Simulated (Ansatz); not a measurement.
## Bismuth, A7 rhombohedral: convergence with cold smearing

Computed with Ansatz, LDA, scalar-relativistic PAW, on the relaxed cell (a = 4.490 Å, c = 11.517 Å (c/a = 2.565); spin not included). Errors count from a run at 420 eV on a Γ-centred 14×14×14 mesh with Fermi-Dirac smearing of 0.1 eV, extrapolated to zero width. Fixed here: cutoff 420 eV, mesh 9×9×9. The SCF starts from atomic densities corrected by a trained network.

```csv
width (eV),E(σ→0) error (meV/atom),F error (meV/atom),P (GPa),SCF iterations
0.01,-5.9,-5.9,-0.01,5
0.03,-5.9,-5.9,-0.01,5
0.1,-6.0,-5.9,-0.01,5
0.2,-5.8,-5.2,-0.01,6
0.3,-6.2,-3.5,-0.06,6
0.6,-0.7,12.0,-0.21,6
1.0,14.2,39.9,-0.39,6
```
